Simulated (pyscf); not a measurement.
Insertion: :HSi–AsH₂ [singlet] + H₂O → HO–SiH₂–AsH₂

Gas phase, singlet surface, charge 0. Bonds broken: O6–H7. Bonds formed: Si2–O6, Si2–H7. Structures and frequencies: ωB97X-D3(BJ)/def2-SVP in PySCF. Correlated levels are frozen-core, on RHF or UHF. ΔMP2 is the change of the MP2 total energy from the triple- to the quadruple-zeta basis.

Transition state (Å):

```xyz
8

As     0.2073     1.5749     0.0014
Si    -0.7031    -0.5931     0.0164
H     -1.0336     2.2578     0.5478
H     -0.2050     1.7933    -1.4464
H      0.0462    -1.2522    -1.1099
O      0.0836    -1.4082     1.5567
H     -1.1712    -1.5109     1.2664
H      0.5540    -2.2345     1.3604
```

One imaginary mode, 1596i cm⁻¹; descent along it reached the two sides named, in the forms told below.

| bond | change | reactant side (Å) | saddle | product side |
|---|---|---|---|---|
| O6–H7 | breaks | 0.968 | 1.292 | 2.6 |
| Si2–O6 | forms | 2.103 | 1.912 | 1.671 |
| Si2–H7 | forms | 2.6 | 1.620 | 1.495 |

Electronic energies relative to the separated reactants (kcal/mol):

```tsv
level	barrier	reaction energy	reverse barrier
ωB97X-D3(BJ)/def2-TZVP	8.6	-72.3	80.8
PBE/def2-TZVP	1.2	-65.2	66.4
r²SCAN/def2-TZVP	1.2	-72.1	73.3
B3LYP-D3(BJ)/def2-TZVP	7.6	-68.1	75.7
PBE0-D3(BJ)/def2-TZVP	5.0	-69.5	74.5
M06-2X/def2-TZVP	9.8	-69.0	78.8
ωB97M-D3(BJ)/def2-TZVP	9.7	-68.3	78.0
HF/def2-TZVP	28.3	-69.9	98.1
MP2/def2-QZVPP	7.6	-71.7	79.3
CCSD/def2-TZVPP	15.5	-66.9	82.4
CCSD(T)/def2-TZVPP	11.9	-66.8	78.7
CCSD(T)/def2-TZVPP + ΔMP2(QZVPP)	11.4	-67.3	78.7
```

With CCSD(T)/def2-TZVPP + ΔMP2(QZVPP) energies and thermal terms (ideal gas, 1 atm, RRHO with modes under 100 cm⁻¹ raised to 100, one conformer, R ln 2 for rigid chiral ones), in kcal/mol:

```json
[
 {"T (K)": "298", "ΔH‡": "9.7", "ΔG‡": "20.5", "ΔH": "-66.8", "ΔG": "-56.0"},
 {"T (K)": "600", "ΔH‡": "9.8", "ΔG‡": "31.5", "ΔH": "-66.4", "ΔG": "-45.2"},
 {"T (K)": "900", "ΔH‡": "10.5", "ΔG‡": "42.2", "ΔH": "-65.4", "ΔG": "-34.8"},
 {"T (K)": "1200", "ΔH‡": "11.3", "ΔG‡": "52.6", "ΔH": "-64.2", "ΔG": "-24.8"}
]
```

On the reactant side the descent ends in an adduct with a O–Si contact, 17.1 kcal/mol under the separated species and 25.7 kcal/mol under the saddle at ωB97X-D3(BJ)/def2-TZVP. What is counted as formed (O–Si) is already present as a longer contact in the reactant adduct; forming that adduct is a step of its own. From the product side, HO–SiH₂• + AsH₂• lies, by one bond made or cut, 9.2 kcal/mol under this saddle at ωB97M-D3(BJ). :HSi–AsH₂ [singlet] lies 16.8 kcal/mol over its isomer H₂Si=AsH, and others may lie lower still (electronic energy, ωB97M-D3(BJ)). One saddle was located; it need not be the lowest between these sides. The CCSD(T) − MP2 part came from Ansatz, without density fitting, on the same reference. The frozen core leaves the outer d or s,p core shells of the metals and heavy elements correlated in the MP2 and CC values, and def2-TZVPP describes them poorly, which can shift differences by a few kcal/mol. Elements up to Kr have no core potential and no relativistic terms here.
